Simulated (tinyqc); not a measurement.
CIS and TDHF on RHF in the sto-3g basis, frozen core, for H2O, spin multiplicity 1, step by step. One step of it, computed by the program tinyqc.

Question. CIS matrix, triplets. A(ia,jb) = (e_a - e_i) d_ij d_ab - (ij|ab).

orbital energies (hartree): MO1 -20.272167, MO2 -1.220725, MO3 -0.536576, MO4 -0.456738, MO5 -0.393671, MO6 0.482206, MO7 0.587402

Two-electron integrals over orbitals (pq|rs), unique and non-zero (hartree); the lowest 1 orbital is frozen and left out:
```
(22|22) 0.725923    (32|22) 0.005470    (32|32) 0.132166    (33|22) 0.626719
(33|32) 0.000272    (33|33) 0.607171    (42|22) -0.021783   (42|32) 0.003633
(42|33) -0.000318   (42|42) 0.127428    (43|22) 0.013584    (43|32) 0.021247
(43|33) 0.013328    (43|42) -0.019905   (43|43) 0.056729    (44|22) 0.651636
(44|32) -0.021093   (44|33) 0.570898    (44|42) -0.086471   (44|43) 0.009939
(44|44) 0.690848    (52|52) 0.149225    (53|52) -0.009998   (53|53) 0.028398
(54|52) -0.045530   (54|53) 0.005111    (54|54) 0.048405    (55|22) 0.753087
(55|32) -0.013532   (55|33) 0.614458    (55|42) -0.081475   (55|43) 0.020537
(55|44) 0.681983    (55|55) 0.880159    (62|22) -0.119152   (62|32) 0.019963
(62|33) -0.069018   (62|42) -0.032941   (62|43) -0.010237   (62|44) -0.048999
(62|55) -0.126575   (62|62) 0.090584    (63|22) 0.054901    (63|32) 0.018955
(63|33) 0.040161    (63|42) -0.025925   (63|43) 0.032937    (63|44) 0.029540
(63|55) 0.066263    (63|62) -0.030031   (63|63) 0.070670    (64|22) -0.126748
(64|32) -0.022743   (64|33) -0.056614   (64|42) 0.060295    (64|43) -0.025585
(64|44) -0.123676   (64|55) -0.151273   (64|62) 0.047852    (64|63) -0.056005
(64|64) 0.115331    (65|52) -0.045196   (65|53) 0.010042    (65|54) -0.006635
(65|65) 0.032994    (66|22) 0.598924    (66|32) -0.052943   (66|33) 0.552657
(66|42) 0.041538    (66|43) -0.040770   (66|44) 0.565918    (66|55) 0.587940
(66|62) -0.082834   (66|63) -0.018385   (66|64) -0.029901   (66|66) 0.634621
(72|22) -0.060424   (72|32) -0.045732   (72|33) -0.020041   (72|42) -0.000608
(72|43) 0.029824    (72|44) -0.037491   (72|55) -0.063755   (72|62) 0.013032
(72|63) 0.017608    (72|64) 0.027095    (72|66) -0.043429   (72|72) 0.072929
(73|22) -0.144215   (73|32) 0.035052    (73|33) -0.083282   (73|42) 0.075468
(73|43) 0.000600    (73|44) -0.130380   (73|55) -0.186043   (73|62) 0.053060
(73|63) -0.022865   (73|64) 0.084192    (73|66) -0.068117   (73|72) 0.038743
(73|73) 0.156574    (74|22) -0.020146   (74|32) 0.068348    (74|33) -0.009635
(74|42) 0.001479    (74|43) 0.006629    (74|44) -0.033239   (74|55) -0.028761
(74|62) 0.020000    (74|63) 0.031877    (74|64) -0.007725   (74|66) -0.050518
(74|72) -0.007515   (74|73) 0.042035    (74|74) 0.063065    (75|52) -0.022461
(75|53) -0.021030   (75|54) 0.001769    (75|65) 0.004254    (75|75) 0.026042
(76|22) 0.007478    (76|32) 0.059203    (76|33) -0.001038   (76|42) 0.015320
(76|43) 0.040421    (76|44) -0.018501   (76|55) -0.001698   (76|62) -0.014062
(76|63) 0.030314    (76|64) -0.025050   (76|66) -0.042382   (76|72) 0.001816
(76|73) 0.032342    (76|74) 0.033074    (76|76) 0.062020    (77|22) 0.611864
(77|32) 0.062726    (77|33) 0.590660    (77|42) -0.010910   (77|43) 0.044039
(77|44) 0.558403    (77|55) 0.602746    (77|62) -0.058918   (77|63) 0.065037
(77|64) -0.073405   (77|66) 0.508352    (77|72) -0.024024   (77|73) -0.051794
(77|74) 0.032292    (77|76) 0.047293    (77|77) 0.643406
```

Give: CIS matrix A, triplet.

Answer.

CIS matrix A, triplet (hartree):
```
        2>6     2>7     3>6     3>7     4>6     4>7    5>6    5>7
2>6   1.104  -0.007   0.053  -0.059  -0.042  -0.015  0.000  0.000
2>7  -0.007   1.196  -0.059  -0.063  -0.015   0.011  0.000  0.000
3>6   0.053  -0.059   0.466   0.001   0.041  -0.040  0.000  0.000
3>7  -0.059  -0.063   0.001   0.533  -0.040  -0.044  0.000  0.000
4>6  -0.042  -0.015   0.041  -0.040   0.373   0.019  0.000  0.000
4>7  -0.015   0.011  -0.040  -0.044   0.019   0.486  0.000  0.000
5>6   0.000   0.000   0.000   0.000   0.000   0.000  0.288  0.002
5>7   0.000   0.000   0.000   0.000   0.000   0.000  0.002  0.378
```
